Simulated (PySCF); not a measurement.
H2O, SMILES O, point group C2v.

Level: B3LYP/pcJ-1 in PySCF (density fitting, grid level 2); geometry and Hessian at that level, cubic constants and property derivatives from steps of ±0.6 along each species' dimensionless normal coordinates, second-order vibrational perturbation theory. The parent has the commonest isotopes.

Equilibrium geometry (Å):

| atom | x | y | z |
| --- | --- | --- | --- |
| O1 | 0.0226 | 0.3846 | -0.0101 |
| H2 | -0.7513 | -0.1826 | -0.0435 |
| H3 | 0.7746 | -0.2122 | 0.0034 |

An isotope shift is δ(isotopologue) − δ(parent), that is, the negative of the change in the averaged GIAO shielding; n counts bonds from the nearest label (0: the labelled atom itself). These are computed values; those of heavy atoms are rounded to 5 ppb, about the numerical noise.

(1) What isotope shifts arise with ²H at 2?

(2) What isotope shifts arise with ¹⁸O at 1?

(3) What isotope shifts arise with ²H at 2, ²H at 3?

Results:

(1) 
| nucleus | n | 0 K (ppb) | 298.15 K (ppb) |
| --- | --- | --- | --- |
| H2 | 0 | -86 | -84 |
| O1 | 1 | -1955 | -1955 |
| H3 | 2 | -47 | -48 |

(2) 
```
nucleus  n  0 K (ppb)  298.15 K (ppb)
     O1  0        -50             -50
     H2  1         -2              -2
     H3  1         -2              -2
```

(3) 
```tsv
nucleus	n	0 K (ppb)	298.15 K (ppb)
H2	0	-142	-141
H3	0	-142	-141
O1	1	-4005	-4015
```
